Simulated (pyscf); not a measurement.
Single points on ωB97X-D3(BJ)/def2-SVP structures (PySCF, gas phase).

Estimate by transition-state theory the rate constant of `[SiH3][S][SiH3]` + `[SH2]` → `[SiH3][SH]` + `[SiH3][SH]` (singlet surface; S–Si, H–S broken, S–Si, H–S formed) at 900 K, with ωB97M-D3(BJ)/def2-TZVP energies (ideal gas, 1 atm, RRHO with modes under 100 cm⁻¹ raised to 100, one conformer, R ln 2 for chiral ones without a mode under 150 cm⁻¹; no tunnelling).

The electronic barrier is 39.1 kcal/mol and the thermal terms add +31.6, so ΔG‡ = 70.7 kcal/mol. With k_BT/h = 1.88e+13 s⁻¹ and RT = 1.788 kcal/mol, and a volume of 1.23e-19 cm³ per molecule at 1 atm, k = 1.6e-23 cm³ molecule⁻¹ s⁻¹. Wigner's tunnelling factor for 847i cm⁻¹ would be 1.08. A shift of 1 kcal/mol in the barrier changes k by a factor 1.7. On the product side the descent ends in a complex, 4.5 kcal/mol under the separated species and 39.1 kcal/mol under the saddle at ωB97X-D3(BJ)/def2-TZVP. One saddle was located; it need not be the lowest between these sides.
